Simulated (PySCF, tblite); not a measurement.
# 1-chloropropane: dynamics, then NMR shifts on frames

Aim: move 1-chloropropane (`CCCCl`) away from its starting geometry and see how NMR shifts follow the geometry.

Programs: tblite 0.8.0 and PySCF 2.14.0, with density-fitted response routines of our own. Each step states its level of theory. These are calculated values for one molecule in the gas phase, unless marked as measured. Atoms count from 0, in the outputs and in this text.

### Step 1. The starting structure

11 atoms, charge 0, multiplicity 1; geometry from: GFN2-xTB.

Bonds of the start (Å): C0–C1 1.52, C1–C2 1.52, C2–Cl3 1.79, C0–H4 1.09, C0–H5 1.09, C0–H6 1.09, C1–H7 1.09, C1–H8 1.09, C2–H9 1.09, C2–H10 1.09.

### Step 2. Thermal motion with GFN2-xTB

Job settings and geometry (Å):

```
{"job": {"kind": "md", "xc": "GFN2-xTB", "basis": "xTB", "temperature": 200, "steps": 2000, "every": 50, "frames": 5}, "charge": 0, "multiplicity": 1}
C     -1.273753    -0.033571     0.407028
C     -0.017501    -0.505820    -0.316475
C      1.128743     0.465243    -0.089638
Cl     2.600744    -0.085586    -0.935833
H     -1.094777     0.039671     1.477272
H     -2.087394    -0.734715     0.241688
H     -1.581526     0.943408     0.041558
H      0.269282    -1.494129     0.047122
H     -0.214855    -0.586547    -1.386780
H      1.382886     0.538955     0.967989
H      0.893575     1.455762    -0.479896
```

Method: GFN2-xTB Langevin dynamics, gas phase.

Command:

```console
$ OMP_NUM_THREADS=1 python probes_run.py task.json out
```

One launch serves the whole session: the jobs run in the order shown.

What it wrote:

```text
t/fs     T/K      E/eV
    0.0   175.5   -395.72889
   25.0   105.2   -395.57127
   50.0   124.7   -395.47943
   75.0   207.0   -395.57832
  100.0   190.0   -395.59134
  125.0   171.2   -395.55795
  150.0   189.8   -395.49244
  175.0   211.2   -395.56254
  200.0   170.1   -395.49723
  225.0   152.4   -395.50291
  250.0   120.6   -395.43126
  275.0   225.3   -395.56300
  300.0   178.0   -395.43795
  325.0   262.7   -395.50798
  350.0   163.2   -395.44222
  375.0   180.1   -395.51543
  400.0   168.7   -395.50171
  425.0   173.1   -395.48145
  450.0   148.4   -395.45818
  475.0   263.6   -395.47358
  500.0   285.4   -395.46189
  525.0   265.1   -395.55424
  550.0   235.1   -395.54058
  575.0   214.3   -395.49058
  600.0   197.1   -395.48096
  625.0   183.6   -395.45544
  650.0   146.7   -395.51689
  675.0   145.7   -395.53226
  700.0   212.2   -395.57773
  725.0   176.6   -395.44813
  750.0   154.9   -395.43370
  775.0   220.1   -395.52488
  800.0   224.5   -395.54481
  825.0   206.4   -395.49881
  850.0   190.2   -395.40147
  875.0   241.0   -395.44321
  900.0   215.7   -395.49177
  925.0   221.5   -395.50818
  950.0   217.2   -395.57121
  975.0   189.2   -395.57008
 1000.0   143.4   -395.60426
```

Wall time 5.9 s (1 thread of Intel Xeon Platinum 8488C, shared host); peak memory 0.18 GiB.

Distance from the start (root mean square after alignment): 0 fs 0.00 Å, 200 fs 0.14 Å, 400 fs 0.15 Å, 600 fs 0.10 Å, 800 fs 0.07 Å, 1000 fs 0.13 Å.

Positions (Å) and forces (eV/Å) at 1000 fs:

```xyz
11

C    -1.400   -1.216    0.105   -0.326   -0.415   -0.251
C     0.131   -1.160    0.007   -0.927    0.885    0.269
C     0.528   -0.169   -1.070    1.010   -1.121   -0.101
Cl    2.341   -0.296   -1.337   -0.680    0.138    0.020
H    -1.892   -0.338    0.545    0.504   -0.073   -0.332
H    -1.681   -2.058    0.745   -0.004    0.064   -0.255
H    -1.791   -1.381   -0.916   -0.082    0.045    0.621
H     0.512   -0.834    0.965    0.334   -0.036    0.233
H     0.498   -2.138   -0.223    0.278   -0.568   -0.145
H     0.348    0.828   -0.742   -0.225    0.691   -0.144
H     0.060   -0.453   -2.016    0.117    0.389    0.085
```

### Step 3. Shielding tensors: 250 fs, PBE0/pcSseg-1

Job settings and geometry (Å):

```
{"job": {"kind": "nmr", "xc": "PBE0", "basis": "pcSseg-1", "pop": false}, "charge": 0, "multiplicity": 1}
C     -1.381000    -1.002900     0.314000
C      0.005000    -1.137600    -0.254100
C      0.645800     0.221700    -0.206600
Cl     2.350700    -0.093700    -0.783800
H     -1.363700    -0.878600     1.379800
H     -1.919000    -1.932300     0.129500
H     -1.984100    -0.202000    -0.125500
H      0.668400    -1.745900     0.353100
H     -0.013300    -1.462500    -1.265700
H      0.706300     0.666400     0.762400
H      0.058700     0.870900    -0.946100
```

With the program's defaults for keys left out, this is: GIAO PBE0/pcSseg-1 NMR shielding, non-relativistic, gas phase.

What it wrote:

```text
coarse grid: 9224 points
cycle   1  E = -578.3389480054  dE =  2.193e-01  |g| = 3.210e-01  |ddm| = 2.700e+00
cycle   2  E = -578.3391793920  dE = -2.314e-04  |g| = 3.391e-01  |ddm| = 6.191e-01
cycle   3  E = -578.3674314967  dE = -2.825e-02  |g| = 3.243e-02  |ddm| = 2.927e-01
cycle   4  E = -578.3676351240  dE = -2.036e-04  |g| = 1.534e-02  |ddm| = 3.901e-02
cycle   5  E = -578.3676871105  dE = -5.199e-05  |g| = 3.716e-03  |ddm| = 1.373e-02
cycle   6  E = -578.3676903730  dE = -3.262e-06  |g| = 1.477e-03  |ddm| = 5.258e-03
final grid: 82976 points
cycle   7  E = -578.3902847102  dE = -2.618e-05  |g| = 8.214e-03  |ddm| = 2.080e-02
cycle   8  E = -578.3902749860  dE =  9.724e-06  |g| = 1.015e-02  |ddm| = 1.448e-02
cycle   9  E = -578.3903014409  dE = -2.645e-05  |g| = 9.436e-04  |ddm| = 8.688e-03
cycle  10  E = -578.3903016155  dE = -1.745e-07  |g| = 2.101e-04  |ddm| = 1.115e-03
cycle  11  E = -578.3903016259  dE = -1.042e-08  |g| = 4.743e-05  |ddm| = 1.788e-04
cycle  12  E = -578.3903016264  dE = -5.126e-10  |g| = 1.007e-05  |ddm| = 4.951e-05
converged SCF energy = -578.3903016264

GIAO shielding tensors (ppm)
atom      isotropic    diamagn.    paramagn.     s11        s22        s33       span
  0 C      175.293     245.446     -70.153    163.473    170.363    192.042     28.569
  1 C      154.126     249.567     -95.441    134.239    152.721    175.418     41.180
  2 C      125.093     247.379    -122.287     94.604    116.503    164.171     69.567
  3 Cl     787.715    1146.240    -358.525    555.599    731.118   1076.428    520.829
  4 H       31.188      29.823       1.365     26.802     29.039     37.723     10.921
  5 H       30.490      27.788       2.702     25.663     27.817     37.989     12.326
  6 H       30.992      29.519       1.473     26.807     29.089     37.081     10.274
  7 H       29.902      30.689      -0.788     25.119     31.056     33.530      8.411
  8 H       30.431      31.478      -1.047     25.663     31.258     34.374      8.711
  9 H       28.542      30.775      -2.232     23.475     28.639     33.513     10.038
 10 H       27.250      28.742      -1.493     22.801     27.115     31.833      9.032
```

Wall time 5.8 s (1 thread of Intel Xeon Platinum 8488C, shared host); peak memory 0.51 GiB.

The references, computed at this level on geometries of the same kind, shield at (ppm): 1H TMS 31.72, 13C TMS 186.9, 35Cl HCl 950. Their shielding less the atom's gives the shift. The references are single molecules in the gas phase. Each atom is listed at this fixed geometry, with no averaging over motion; a spectrum would average atoms that exchange fast.

```csv
atoms,environment,σ (ppm),δ (ppm)
C2,sp3 CH2 bonded to Cl,125.1,61.8
C1,sp3 CH2,154.1,32.8
C0,methyl carbon,175.3,11.6
H10,hydrogen on an sp3 CH2 bonded to Cl,27.25,4.47
H9,hydrogen on an sp3 CH2 bonded to Cl,28.54,3.17
H7,hydrogen on an sp3 CH2,29.90,1.82
H8,hydrogen on an sp3 CH2,30.43,1.29
H5,hydrogen on a methyl carbon,30.49,1.23
H6,hydrogen on a methyl carbon,30.99,0.72
H4,hydrogen on a methyl carbon,31.19,0.53
Cl3,chlorine bonded to C,788,162
```

### Step 4. NMR shieldings: 425 fs, PBE0/pcSseg-1

Job settings and geometry (Å):

```
{"job": {"kind": "nmr", "xc": "PBE0", "basis": "pcSseg-1", "pop": false}, "charge": 0, "multiplicity": 1}
C     -1.166700    -1.561300     0.296700
C      0.279600    -1.490200    -0.111700
C      0.760800    -0.043400    -0.370600
Cl     2.471400     0.083100    -0.638600
H     -1.349400    -0.947700     1.205100
H     -1.331100    -2.607000     0.515200
H     -1.877000    -1.280700    -0.502700
H      0.852500    -2.010400     0.667000
H      0.502500    -1.978800    -1.072200
H      0.476200     0.462800     0.597600
H      0.247000     0.433700    -1.200100
```

Method: GIAO PBE0/pcSseg-1 NMR shielding, non-relativistic, gas phase.

What it wrote:

```text
coarse grid: 9224 points
cycle   1  E = -578.3456375922  dE =  1.999e-01  |g| = 2.948e-01  |ddm| = 2.711e+00
cycle   2  E = -578.3462410582  dE = -6.035e-04  |g| = 3.076e-01  |ddm| = 5.538e-01
cycle   3  E = -578.3696834155  dE = -2.344e-02  |g| = 3.099e-02  |ddm| = 2.556e-01
cycle   4  E = -578.3698910869  dE = -2.077e-04  |g| = 1.318e-02  |ddm| = 4.460e-02
cycle   5  E = -578.3699285160  dE = -3.743e-05  |g| = 2.098e-03  |ddm| = 1.264e-02
cycle   6  E = -578.3699292349  dE = -7.188e-07  |g| = 1.258e-03  |ddm| = 3.104e-03
final grid: 82976 points
cycle   7  E = -578.3930954261  dE = -2.280e-05  |g| = 7.862e-03  |ddm| = 1.879e-02
cycle   8  E = -578.3930872771  dE =  8.149e-06  |g| = 9.551e-03  |ddm| = 1.368e-02
cycle   9  E = -578.3931107030  dE = -2.343e-05  |g| = 7.926e-04  |ddm| = 8.197e-03
cycle  10  E = -578.3931108171  dE = -1.141e-07  |g| = 1.755e-04  |ddm| = 9.707e-04
cycle  11  E = -578.3931108241  dE = -7.061e-09  |g| = 4.440e-05  |ddm| = 1.557e-04
cycle  12  E = -578.3931108246  dE = -4.544e-10  |g| = 9.516e-06  |ddm| = 4.588e-05
converged SCF energy = -578.3931108246

GIAO shielding tensors (ppm)
atom      isotropic    diamagn.    paramagn.     s11        s22        s33       span
  0 C      170.478     245.542     -75.064    159.259    167.705    184.470     25.211
  1 C      151.383     248.056     -96.674    127.085    152.766    174.297     47.212
  2 C      135.776     247.087    -111.310    104.557    136.999    165.774     61.216
  3 Cl     882.269    1146.022    -263.752    736.848    833.341   1076.619    339.771
  4 H       30.237      29.086       1.151     26.185     28.534     35.992      9.807
  5 H       30.279      27.709       2.569     25.377     28.070     37.389     12.013
  6 H       30.268      28.829       1.439     26.130     27.925     36.749     10.619
  7 H       29.835      30.255      -0.419     24.599     30.620     34.288      9.689
  8 H       29.594      29.636      -0.042     25.369     29.639     33.775      8.406
  9 H       27.760      29.865      -2.105     22.066     28.623     32.590     10.524
 10 H       28.388      30.492      -2.103     22.371     28.640     34.154     11.783
```

It took 5.6 s on 1 thread of Intel Xeon Platinum 8488C, shared host; peak memory 0.53 GiB.

This run: δ C2 51.1, C1 35.5, C0 16.4, Cl3 68, H9 3.96, H10 3.33 ppm.

### Step 5. Nuclear shieldings: 625 fs, PBE0/pcSseg-1

Job settings and geometry (Å):

```
{"job": {"kind": "nmr", "xc": "PBE0", "basis": "pcSseg-1", "pop": false}, "charge": 0, "multiplicity": 1}
C     -0.493400    -1.733700     0.737800
C      0.775600    -1.669600    -0.138700
C      1.128400    -0.167800    -0.222100
Cl     2.610000     0.038700    -1.263000
H     -0.282900    -1.691200     1.810400
H     -1.055100    -2.629100     0.586300
H     -1.286900    -0.980900     0.587500
H      1.577500    -2.229800     0.335700
H      0.646600    -2.098800    -1.114400
H      1.380900     0.191100     0.736200
H      0.264900     0.332600    -0.622000
```

Level: GIAO PBE0/pcSseg-1 NMR shielding, non-relativistic, gas phase.

What it wrote:

```text
coarse grid: 9224 points
cycle   1  E = -578.3436312941  dE =  1.491e-01  |g| = 2.972e-01  |ddm| = 2.690e+00
cycle   2  E = -578.3445422994  dE = -9.110e-04  |g| = 3.096e-01  |ddm| = 5.702e-01
cycle   3  E = -578.3681466409  dE = -2.360e-02  |g| = 3.295e-02  |ddm| = 2.670e-01
cycle   4  E = -578.3683648761  dE = -2.182e-04  |g| = 1.432e-02  |ddm| = 3.806e-02
cycle   5  E = -578.3684096925  dE = -4.482e-05  |g| = 3.276e-03  |ddm| = 1.265e-02
cycle   6  E = -578.3684120976  dE = -2.405e-06  |g| = 1.447e-03  |ddm| = 4.639e-03
final grid: 82976 points
cycle   7  E = -578.3923315639  dE = -2.495e-05  |g| = 8.331e-03  |ddm| = 1.952e-02
cycle   8  E = -578.3923215687  dE =  9.995e-06  |g| = 1.028e-02  |ddm| = 1.451e-02
cycle   9  E = -578.3923488137  dE = -2.724e-05  |g| = 9.043e-04  |ddm| = 8.798e-03
cycle  10  E = -578.3923489727  dE = -1.590e-07  |g| = 2.021e-04  |ddm| = 1.111e-03
cycle  11  E = -578.3923489822  dE = -9.496e-09  |g| = 4.829e-05  |ddm| = 1.765e-04
cycle  12  E = -578.3923489827  dE = -5.384e-10  |g| = 1.001e-05  |ddm| = 4.711e-05
converged SCF energy = -578.3923489827

GIAO shielding tensors (ppm)
atom      isotropic    diamagn.    paramagn.     s11        s22        s33       span
  0 C      176.051     245.746     -69.694    159.055    171.428    197.671     38.616
  1 C      156.657     247.751     -91.094    139.994    149.832    180.146     40.152
  2 C      132.163     245.575    -113.412     96.380    124.832    175.276     78.895
  3 Cl     830.326    1145.407    -315.081    631.265    767.763   1091.951    460.686
  4 H       30.744      29.222       1.522     26.190     28.203     37.840     11.649
  5 H       31.076      28.463       2.613     26.249     28.066     38.913     12.664
  6 H       30.952      30.638       0.314     26.599     29.110     37.148     10.548
  7 H       29.994      29.535       0.459     25.784     29.737     34.463      8.679
  8 H       30.378      30.424      -0.046     25.772     30.397     34.965      9.193
  9 H       28.890      30.889      -1.999     23.260     29.525     33.885     10.625
 10 H       28.845      30.567      -1.722     23.388     29.681     33.464     10.076
```

Wall time 5.6 s (1 thread of Intel Xeon Platinum 8488C, shared host); peak memory 0.53 GiB.

Key values: δ C2 54.8, C1 30.3, C0 10.9, Cl3 119, H10 2.87, H9 2.83 ppm.

### Step 6. Shielding tensors: 800 fs, PBE0/pcSseg-1

Job settings and geometry (Å):

```
{"job": {"kind": "nmr", "xc": "PBE0", "basis": "pcSseg-1", "pop": false}, "charge": 0, "multiplicity": 1}
C     -0.771700    -1.273600     0.669900
C      0.607400    -1.276200     0.026400
C      0.861400    -0.091100    -0.811100
Cl     2.452900    -0.089000    -1.657600
H     -0.812100    -0.441700     1.357800
H     -0.834800    -2.208400     1.183100
H     -1.590200    -1.163500    -0.019600
H      1.364500    -1.298900     0.758400
H      0.705400    -2.221600    -0.600800
H      0.809200     0.841700    -0.215000
H      0.178300     0.001000    -1.648700
```

Method: GIAO PBE0/pcSseg-1 NMR shielding, non-relativistic, gas phase.

What it wrote:

```text
coarse grid: 9224 points
cycle   1  E = -578.3466687526  dE =  2.362e-01  |g| = 3.072e-01  |ddm| = 2.712e+00
cycle   2  E = -578.3489965829  dE = -2.328e-03  |g| = 3.114e-01  |ddm| = 5.872e-01
cycle   3  E = -578.3727380704  dE = -2.374e-02  |g| = 2.948e-02  |ddm| = 2.679e-01
cycle   4  E = -578.3729154738  dE = -1.774e-04  |g| = 1.307e-02  |ddm| = 3.958e-02
cycle   5  E = -578.3729521842  dE = -3.671e-05  |g| = 2.530e-03  |ddm| = 1.198e-02
cycle   6  E = -578.3729533332  dE = -1.149e-06  |g| = 1.485e-03  |ddm| = 3.904e-03
final grid: 82976 points
cycle   7  E = -578.3958240746  dE = -2.386e-05  |g| = 8.312e-03  |ddm| = 1.837e-02
cycle   8  E = -578.3958140773  dE =  9.997e-06  |g| = 1.027e-02  |ddm| = 1.463e-02
cycle   9  E = -578.3958411381  dE = -2.706e-05  |g| = 9.581e-04  |ddm| = 8.920e-03
cycle  10  E = -578.3958413174  dE = -1.793e-07  |g| = 1.928e-04  |ddm| = 1.135e-03
cycle  11  E = -578.3958413260  dE = -8.634e-09  |g| = 4.442e-05  |ddm| = 1.607e-04
cycle  12  E = -578.3958413265  dE = -4.528e-10  |g| = 8.817e-06  |ddm| = 4.899e-05
converged SCF energy = -578.3958413265

GIAO shielding tensors (ppm)
atom      isotropic    diamagn.    paramagn.     s11        s22        s33       span
  0 C      174.985     247.491     -72.507    165.148    169.316    190.490     25.341
  1 C      156.943     247.275     -90.332    138.849    158.751    173.229     34.380
  2 C      134.290     246.043    -111.753     97.203    138.108    167.557     70.354
  3 Cl     840.914    1145.287    -304.372    655.039    770.334   1097.371    442.332
  4 H       31.067      30.665       0.402     26.612     29.126     37.464     10.852
  5 H       30.732      28.978       1.754     25.700     28.370     38.126     12.426
  6 H       31.187      30.353       0.834     27.121     29.173     37.266     10.145
  7 H       30.829      31.077      -0.248     26.112     31.297     35.079      8.966
  8 H       29.072      28.408       0.664     23.908     29.432     33.878      9.969
  9 H       28.039      29.595      -1.556     21.931     28.947     33.239     11.308
 10 H       28.104      30.009      -1.905     21.380     29.040     33.892     12.511
```

Wall time 5.6 s (1 thread of Intel Xeon Platinum 8488C, shared host); peak memory 0.53 GiB.

This run: δ C2 52.6, C1 30.0, C0 11.9, Cl3 109, H9 3.68, H10 3.61 ppm.

### Step 7. NMR shieldings: 1000 fs, PBE0/pcSseg-1

Job settings and geometry (Å):

```
{"job": {"kind": "nmr", "xc": "PBE0", "basis": "pcSseg-1", "pop": false}, "charge": 0, "multiplicity": 1}
C     -1.400000    -1.215600     0.104700
C      0.131100    -1.160000     0.006800
C      0.528200    -0.169100    -1.070000
Cl     2.340700    -0.295900    -1.336500
H     -1.891800    -0.337500     0.544600
H     -1.680700    -2.057600     0.745400
H     -1.790600    -1.380800    -0.916200
H      0.511700    -0.833800     0.965300
H      0.497600    -2.137500    -0.222500
H      0.348400     0.828300    -0.741500
H      0.059900    -0.453000    -2.016100
```

Level: GIAO PBE0/pcSseg-1 NMR shielding, non-relativistic, gas phase.

What it wrote:

```text
coarse grid: 9224 points
cycle   1  E = -578.3478239792  dE =  1.483e-01  |g| = 3.048e-01  |ddm| = 2.681e+00
cycle   2  E = -578.3483814415  dE = -5.575e-04  |g| = 3.222e-01  |ddm| = 6.018e-01
cycle   3  E = -578.3738853690  dE = -2.550e-02  |g| = 3.318e-02  |ddm| = 2.817e-01
cycle   4  E = -578.3740997903  dE = -2.144e-04  |g| = 1.536e-02  |ddm| = 3.855e-02
cycle   5  E = -578.3741522887  dE = -5.250e-05  |g| = 3.720e-03  |ddm| = 1.400e-02
cycle   6  E = -578.3741556151  dE = -3.326e-06  |g| = 1.423e-03  |ddm| = 5.242e-03
final grid: 82976 points
cycle   7  E = -578.3973414709  dE = -2.497e-05  |g| = 8.393e-03  |ddm| = 1.940e-02
cycle   8  E = -578.3973317109  dE =  9.760e-06  |g| = 1.029e-02  |ddm| = 1.459e-02
cycle   9  E = -578.3973590215  dE = -2.731e-05  |g| = 9.605e-04  |ddm| = 8.806e-03
cycle  10  E = -578.3973592053  dE = -1.838e-07  |g| = 2.035e-04  |ddm| = 1.163e-03
cycle  11  E = -578.3973592149  dE = -9.645e-09  |g| = 4.816e-05  |ddm| = 1.733e-04
cycle  12  E = -578.3973592155  dE = -5.373e-10  |g| = 9.795e-06  |ddm| = 4.938e-05
converged SCF energy = -578.3973592155

GIAO shielding tensors (ppm)
atom      isotropic    diamagn.    paramagn.     s11        s22        s33       span
  0 C      169.613     246.401     -76.788    158.230    163.534    187.076     28.846
  1 C      156.440     248.257     -91.817    135.880    158.733    174.706     38.826
  2 C      129.133     246.483    -117.350     91.804    128.115    167.481     75.676
  3 Cl     818.189    1145.852    -327.663    608.551    753.065   1092.951    484.399
  4 H       30.421      29.790       0.631     26.536     28.030     36.697     10.161
  5 H       30.156      28.112       2.044     25.591     27.592     37.285     11.694
  6 H       30.590      28.921       1.669     26.207     29.222     36.341     10.134
  7 H       29.972      31.226      -1.254     25.482     30.070     34.363      8.881
  8 H       30.519      30.896      -0.377     25.256     31.463     34.839      9.583
  9 H       28.349      30.606      -2.257     22.843     29.020     33.184     10.341
 10 H       28.111      29.473      -1.362     22.366     28.846     33.121     10.756
```

Wall time 5.6 s (1 thread of Intel Xeon Platinum 8488C, shared host); peak memory 0.53 GiB.

Key values: δ C2 57.8, C1 30.5, C0 17.3, Cl3 132, H10 3.61, H9 3.37 ppm.

### Step 8. Run by run: NMR shifts

Shifts (ppm) of some atoms, chosen among heavy atoms and hydrogens apart, with basis size and wall time:

```
  frame    C2    C1    C0   H10    H9    H8  Cl3  functions   time
 250 fs  61.8  32.8  11.6  4.47  3.17  1.29  162        110  5.8 s
 425 fs  51.1  35.5  16.4  3.33  3.96  2.12   68        110  5.6 s
 625 fs  54.8  30.3  10.9  2.87  2.83  1.34  119        110  5.6 s
 800 fs  52.6  30.0  11.9  3.61  3.68  2.64  109        110  5.6 s
1000 fs  57.8  30.5  17.3  3.61  3.37  1.20  132        110  5.6 s
```

### Step 9. What came out

| quantity | value |
| --- | --- |
| thermostat | 200 K |
| mean temperature, second half | 204 K |
| mean potential energy above the minimum | 0.22 eV |
| 13C shifts against TMS (PBE0/pcSseg-1, 250 fs) | 61.8, 32.8, 11.6 ppm |
| 1H shifts against TMS (PBE0/pcSseg-1, 250 fs) | 4.47, 3.17, 1.82, 1.29, 1.23, 0.72, 0.53 ppm |
| 35Cl shifts against HCl (PBE0/pcSseg-1, 250 fs) | 162 ppm |
| range of the shift of Cl3 | 68 to 162 ppm |

What this shows: In the second half the potential energy averages 0.22 eV above the minimum; equipartition over 27 harmonic modes at 200 K would give 0.23 eV. With 11 atoms the temperature swings widely (105 to 285 K). Shifts at one fixed geometry are not the observed spectrum, which averages over the motion. In the first frame run (250 fs): The widest tensor belongs to Cl3: span 521 ppm, with a paramagnetic part of -359 ppm. Across the 5 runs the shift of Cl3 moves most, between 68 (425 fs) and 162 ppm (250 fs).
